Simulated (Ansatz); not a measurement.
# CHO+ (singlet): the correlation ladder, cc-pVDZ

An exercise on one series of results from a longer session: the logs are not shown, and one member is left open.

The runs use Ansatz 0.2.0, Gaussian basis; cc-pVDZ, core rule «outside noble gas», up to 2 orbitals frozen.

The runs, in order: UHF; CCSD(T) on RHF; CCSD(T) on UHF; BCCD(T) on RHF; CISD; CCSDT(Q) on RHF; CCSDT(Q) on UHF; CCSDTQ on RHF; CCSDTQ on UHF; CASSCF and MRCISD+Q, 10 electrons in 9 orbitals; CASSCF and NEVPT2, 10 electrons in 9 orbitals.

5 further runs of the same task are left out: 5 set aside as unsound or not needed. Runs told in other sessions of the task aren't counted.

**The geometry**

The geometry is a PBE0/def2-TZVP stationary point (not a proven minimum) of the parent state, kept for this charge and spin.

3 atoms, charge 1, spin multiplicity 1.

Atoms are counted from 1 here; the program's logs count them from 0.

Bond lengths: O1–C2 1.169 Å, C2–H3 1.125 Å. Angles: O1–C2–H3 124.8°.

Set-up of the first run:

Contents of in.yaml:

```yaml
crystal:
  periodic: [false, false, false]
  atoms:
    - {symbol: O, position_ang: [0.000000, 0.074551, 0.542472]}
    - {symbol: C, position_ang: [0.000000, -0.152157, -0.604077]}
    - {symbol: H, position_ang: [0.000000, 0.629740, -1.412618]}
basis:
  gaussian: {orbitals: cc-pVDZ}
total_charge: 1
magnetization: {spin_polarized: true, initial_magnetization: 0}
hamiltonian: {xc: hf}
output: {orbitals: {seedname: orbitals}}
```

Started as:

```
$ ansatz run in.yaml --threads 1 --pin off --events-out ev --progress --plain --max-ram 2816MiB --backend cpu
```

Steps of the session up to this table: UHF; CCSD(T) on RHF; CCSD(T) on UHF; BCCD(T) on RHF; CISD; CCSDT(Q) on RHF; CCSDT(Q) on UHF; CCSDTQ on RHF; CCSDTQ on UHF; CASSCF and MRCISD+Q, 10 electrons in 9 orbitals; CASSCF and NEVPT2, 10 electrons in 9 orbitals.

One table of the session follows, with a row left open; its other results are not shown here.

```
          method  from RCCSDTQ (meV)
             RHF             +9288.4
             UHF             +9086.1
            RMP2              +458.9
            CISD             +1102.2
           RCCSD              +450.9
        RCCSD(T)               +53.5
         BCCD(T)                   ?
          RCCSDT               +41.9
       RCCSDT(Q)               -10.9
         RCCSDTQ                   0
  CASSCF valence             +4230.5
  NEVPT2 valence              +759.0
  MRCISD valence              +173.9
MRCISD+Q valence               +14.4
```

Estimate the missing values for BCCD(T).

**Answer.** from RCCSDTQ (meV): +54.4. In the column «from RCCSDTQ (meV)» it lies between RCCSD(T) (+53.5) and MRCISD valence (+173.9).
